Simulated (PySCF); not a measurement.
Gas-phase reaction: SiH + HCl ⇌ SiH2Cl

Energies from PySCF, thermal terms from the rigid-rotor harmonic-oscillator model, ideal gas at 1 bar. † marks an energy on the PBE0/def2-TZVP geometry and frequencies; other levels use their own. 6-31G* has spherical d functions here. Open shells (unrestricted): SiH (multiplicity 2), SiH2Cl (multiplicity 2); the rest are closed-shell singlets. Spin-orbit splitting is ignored; it lowers the true energy and changes the entropy of SiH. B3LYP is the form with VWN-RPA correlation. SiH2Cl: computed as isolated molecules; such fragments, hydroxides, amides, oligomers or adducts are transient or little studied in the gas.

PBE/def2-TZVP† gives ΔH°(298 K) = -260 kJ.

Problem. What do B3LYP/6-31G*, ωB97M-V/def2-TZVP†, PBE0/def2-SVP† give?

Solution. B3LYP/6-31G*: -247 kJ; ωB97M-V/def2-TZVP†: -253 kJ; PBE0/def2-SVP†: -260 kJ. For scale, ΔH°(298 K) is -260 kJ at this level, -253 kJ at ωB97M-V/def2-TZVP†, and runs from -294 to -225 kJ over the 20 levels computed.
